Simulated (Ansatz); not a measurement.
# AlH3O (singlet): the correlation ladder at distance Al1–O2 = 1.515 Å, cc-pVDZ

An exercise on one series of results from a longer session: the logs are not shown, and one member is left open.

Computed with Ansatz 0.2.0, Gaussian basis. Level: cc-pVDZ, core rule «outside noble gas», up to 6 orbitals frozen.

To be run: UHF; CCSD(T) on RHF; BCCD(T) on RHF; CISD; CCSDT(Q) on RHF; CASSCF and MRCISD+Q, 2 electrons in 2 orbitals; CASSCF and NEVPT2, 2 electrons in 2 orbitals.

23 further runs of the same task are left out: 2 for a mislabelled method, 10 for a known fault of the program, 7 that didn't finish, 4 set aside as unsound or not needed.

**The geometry**

The geometry derives from a PBE0/def2-TZVP stationary point (not a proven minimum). One bond is set to the value named and the two fragments are kept rigid.

5 atoms, charge 0, spin multiplicity 1.

Atoms are counted from 1 here; the program's logs count them from 0.

Bond lengths: Al1–O2 1.515 Å, Al1–H3 1.581 Å, Al1–H4 1.581 Å, O2–H5 0.944 Å. Angles: O2–Al1–H3 118.7°, O2–Al1–H4 118.7°, H3–Al1–H4 122.6°, Al1–O2–H5 180.0°.

Geometry (Å):

```xyz
5
AlH3O
Al    0.0000    0.0000    0.5475
O     0.0000    0.0000   -0.9675
H     0.0000    1.3868    1.3075
H     0.0000   -1.3868    1.3075
H     0.0000    0.0000   -1.9118
```

Set-up of the first run:

in.yaml

```yaml
crystal:
  periodic: [false, false, false]
  atoms:
    - {symbol: Al, position_ang: [0.000000, 0.000000, 0.547460]}
    - {symbol: O, position_ang: [0.000000, 0.000000, -0.967540]}
    - {symbol: H, position_ang: [0.000000, 1.386849, 1.307471]}
    - {symbol: H, position_ang: [0.000000, -1.386849, 1.307471]}
    - {symbol: H, position_ang: [0.000000, 0.000000, -1.911765]}
basis:
  gaussian: {orbitals: cc-pVDZ}
magnetization: {spin_polarized: true, initial_magnetization: 0}
hamiltonian: {xc: hf}
output: {orbitals: {seedname: orbitals}}
```

The run is started by

```bash
> ansatz run in.yaml --threads 1 --pin off --events-out ev --progress --plain --max-ram 2393MiB
```

Among the steps run: UHF; CCSD(T) on RHF; BCCD(T) on RHF; CISD; CCSDT(Q) on RHF; CASSCF and MRCISD+Q, 2 electrons in 2 orbitals; CASSCF and NEVPT2, 2 electrons in 2 orbitals.

One of the session's tables, all rows but one given; the rest of the session is left out.

It belongs to the step «Misses and costs». 

| method | from RCCSDT(Q) (kcal/mol) |
| --- | --- |
| RHF | +177.35 |
| RMP2 | +16.78 |
| CISD | +15.43 |
| RCCSD | +3.40 |
| RCCSD(T) | +0.65 |
| BCCD(T) | +0.61 |
| RCCSDT | +0.39 |
| RCCSDT(Q) | 0 |
| CASSCF pair | +165.53 |
| NEVPT2 pair | +16.72 |
| MRCISD pair | +13.68 |
| MRCISD+Q pair | ? |

**Question.** Estimate the row for MRCISD+Q pair.

**Answer.** from RCCSDT(Q) (kcal/mol): +1.64. In the column «from RCCSDT(Q) (kcal/mol)» it lies between RCCSD(T) (+0.65) and RCCSD (+3.40).
